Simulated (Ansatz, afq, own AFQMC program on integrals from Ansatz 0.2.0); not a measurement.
Two steps: Ansatz 0.2.0 writes the Fock matrix and Cholesky factors of the valence space, and afq projects on them the lowest state that overlaps trial and start.

```yaml
crystal:
  periodic: [false, false, false]
  atoms:
    - {symbol: N, position_ang: [0.000000, 0.000000, 0.000000]}
    - {symbol: H, position_ang: [0.000000, 0.000000, 1.960000]}
basis:
  gaussian: {orbitals: "6-31++G**"}
total_charge: -1
magnetization: {spin_polarized: false, initial_magnetization: 1}
correlation: {method: ccsd_t, electrons: outside_noble_gas, hamiltonian_folder: ham}
```

```sh
$ ansatz run in.yaml --threads 1 --pin off --events-out ev --progress --plain --max-ram 16896MiB --backend cuda --devices 0, --max-vram 18GiB
```

Options of the walk:

```
--method free --trial cid --walkers 50 --time-step 0.05 --max-blocks 30 --target-error 0.00128 --factor-cut 1e-05 --seed 1160 --times 0.0,0.5,1.0,2.0,3.0,4.0 --taylor-order 10
```

Times are imaginary, in 1/Eh. The walk had a cap of 60 s.

Log:

```
orbitals 24  electrons 4 3  factors 142 of 228
reference energy -54.79059799 Eh
CCSD correlation -0.18479848 Eh in 18 cycles, weight of the determinant in the CISD state 0.7792
repeat  energy at the last time / Eh  error
    10  -54.984065  0.006194
    20  -54.986130  0.003431
    30  -54.983307  0.002941
time / (1/Eh)  energy / Eh  error  mean overlap
  0.00  -54.975942  0.000772  1.1558
  0.50  -54.983855  0.000951  1.1583
  1.00  -54.986726  0.001070  1.1555
  2.00  -54.988659  0.001344  1.1641
  3.00  -54.986169  0.002492  1.1817
  4.00  -54.983307  0.002941  1.1882
energy -54.983307 +/- 0.002941 Eh
```

The run passed its tests (error under three times the target), which doesn't prove that it has relaxed.

Against this walk (error 80.0 meV) on the same determinant: CCSD(T) 97.8 meV lower (within the noise), CCSDT(Q) 156.0 meV lower (within the noise), CCSDTQ 158.3 meV lower (within the noise), full CI (a separate run on its own orbitals, whose frozen core shifts it by up to a few meV) 161.4 meV lower. The error is statistical, and a free projection of finite length keeps a remainder of its start. The determinant is a poor start (see the cautions), so the low cluster orders aren't to be relied on, and full CI is the sure value.

Cautions: remainder of the start not in the error; error above the target (80.0 against 34.8 meV); a spin-contaminated unrestricted determinant lies lower (UHF 983 meV lower, ⟨S²⟩ 1.60); strong correlation (T1 0.093, weight of the determinant 0.78, largest double 0.14); (T) is large, 6 % of the CCSD correlation; full CI with its own frozen core; a state of higher spin lies lower (by 201 meV); the time-step error isn't removed.

The walk took 5 s on 1 × NVIDIA H100 80GB HBM3 with 2 threads of AMD EPYC 7R13 Processor (Zen 3), on a shared host (the card was shared). The log's last line is the free-projection energy.

CCSDT and higher add their correlation energy to the determinant of the CCSD(T) run, since their own runs factorise the integrals more tightly (a shift of under 2 meV). A walk keeps the symmetry of its determinant, which the program's search chose and which needn't be the lowest solution, so a lower state of the same spin and another symmetry isn't excluded.
